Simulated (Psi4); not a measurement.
Psi4 input (wB97X-D/6-31G*):

```
memory 1500 MB

molecule {
-1 1
O     1.18305207    0.34569777    0.00221414
C    -0.01560079    0.64877161   -0.00691488
C    -0.95954357   -0.64362375    0.00203245
H    -0.38234312   -1.58832861    0.01484689
H    -1.61996547   -0.59478565    0.87932223
H    -1.61124183   -0.61335505   -0.88258769
symmetry c1
no_reorient
no_com
}

set {
  basis 6-31G*
  reference rks
  scf_type pk
  dft_radial_points 99
  dft_spherical_points 590
  e_convergence 1e-8
  d_convergence 1e-7
  maxiter 150
}

e = energy('wb97x-d')
print_out(f'\nFINAL {e:.10f} DIPOLE {variable("CURRENT DIPOLE")[0]:.6f} {variable("CURRENT DIPOLE")[1]:.6f} {variable("CURRENT DIPOLE")[2]:.6f}\n')
```

From the last part of the output:

```
    One-Electron Energy =                -335.8044180204828422
    Two-Electron Energy =                 135.5287820798816938
    DFT Exchange-Correlation Energy =     -14.2763786945304538
    Empirical Dispersion Energy =          -0.0008553043376776
    VV10 Nonlocal Energy =                  0.0000000000000000
    Total Energy =                       -153.0975316967110018

Computation Completed

Properties will be evaluated at   0.000000,   0.000000,   0.000000 [a0]

Properties computed using the SCF density matrix

 Multipole Moments:

 ------------------------------------------------------------------------------------
     Multipole            Electronic (a.u.)      Nuclear  (a.u.)        Total (a.u.)
 ------------------------------------------------------------------------------------

 L = 1.  Multiply by 2.5417464519 to convert [e a0] to [Debye]
 Dipole X            :         -0.5429810           -0.0000000           -0.5429811
 Dipole Y            :         -0.8374272            0.0000000           -0.8374272
 Dipole Z            :          0.0061376           -0.0000001            0.0061375
 Magnitude           :                                                    0.9980733

 ------------------------------------------------------------------------------------

FINAL -153.0975316967 DIPOLE -0.542981 -0.837427 0.006138

*** Psi4 exiting successfully. Buy a developer a beer!
```

The dipole moment of an ion depends on the origin.
